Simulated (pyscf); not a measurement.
Thermochemistry of product channels of F–Si•(F)–F (SMILES F[Si](F)F) + H₂O (SMILES O) on the doublet surface, in kcal/mol, from ωB97M-D3(BJ)/def2-TZVP energies (ideal gas, 1 atm, RRHO with modes under 100 cm⁻¹ raised to 100, one conformer, R ln 2 for chiral ones without a mode under 150 cm⁻¹). Optimised with ωB97X-D3(BJ)/def2-SVP in PySCF.

```json
[
 {"products": "•O–Si(F)(F)–F (SMILES [O][Si](F)(F)F) + H₂ (SMILES [H][H])", "ΔE": "+2.0", "ΔH(298 K)": "-2.6", "ΔG(298 K)": "-1.0", "ΔG(600 K)": "+0.3"},
 {"products": "F–SiH(F)–F (SMILES F[SiH](F)F) + OH• (SMILES [OH])", "ΔE": "+16.9", "ΔH(298 K)": "+14.6", "ΔG(298 K)": "+15.7", "ΔG(600 K)": "___"},
 {"products": "HF (SMILES F) + HO–Si•(F)–F (SMILES O[Si](F)F)", "ΔE": "+8.0", "ΔH(298 K)": "+7.5", "ΔG(298 K)": "+6.8", "ΔG(600 K)": "___"},
 {"products": "HO–Si(F)(F)–F (SMILES O[Si](F)(F)F) + H• (SMILES [H])", "ΔE": "-19.8", "ΔH(298 K)": "-23.8", "ΔG(298 K)": "-21.1", "ΔG(600 K)": "-18.7"},
 {"products": "F• (SMILES [F]) + HO–SiH(F)–F (SMILES O[SiH](F)F)", "ΔE": "___", "ΔH(298 K)": "+39.2", "ΔG(298 K)": "+40.9", "ΔG(600 K)": "+42.5"}
]
```

Task: Fill in the missing entries.

Result: 
- F–SiH(F)–F (SMILES F[SiH](F)F) + OH• (SMILES [OH]), ΔG(600 K): +16.8
- HF (SMILES F) + HO–Si•(F)–F (SMILES O[Si](F)F), ΔG(600 K): +5.8
- F• (SMILES [F]) + HO–SiH(F)–F (SMILES O[SiH](F)F), ΔE: +40.0

These are energies of the channels, which say nothing of barriers. Left out: orbital degeneracy and the spin-orbit lowering of F, OH.
